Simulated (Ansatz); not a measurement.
Rock-salt TiC, relaxed in Ansatz (plane waves) with several semilocal functionals. Each gives its own volume and its own elastic constant C11:

```json
[
 {"level": "LDA", "V0 (Å³/atom)": "9.669", "elastic constant C11 (GPa)": "588.3", "ln V0": "2.2689", "ln C11": "6.3772"},
 {"level": "PBEsol", "V0 (Å³/atom)": "9.891", "elastic constant C11 (GPa)": "555.9", "ln V0": "2.2916", "ln C11": "6.3206"},
 {"level": "PBE", "V0 (Å³/atom)": "10.167", "elastic constant C11 (GPa)": "510.6", "ln V0": "2.3191", "ln C11": "6.2356"}
]
```

**Question.** Fit a straight line to ln C11 against ln V0. What does it predict for r²SCAN, whose volume is 10.132 Å³/atom?

**Answer.** With x = ln V0 and y = ln C11: means 2.29320 and 6.31113; Σ(Δx Δy) = -0.003577, Σ(Δx²) = 0.001264, so the slope is -2.83. At x = 2.3157 the line gives y = 6.31113 + (-2.83) × (2.3157 − 2.29320) = 6.2475, or 516.7 GPa. The run with r²SCAN gives 529.9 GPa, +2.6 % from the line. The rows used scatter about it by up to 0.5 %, while the largest value lies 15 % above the smallest.

Measured: 500 GPa (measured, temperature not stated, not corrected to a static lattice, our sources range from 500 to 514; as tabulated in Jochym et al. (1999), arXiv:1301.6077).

Ansatz's density-functional and Hartree–Fock values are scalar-relativistic unless marked +SOC, with PAW data made under PBE.

Ansatz is a program for electronic structure.
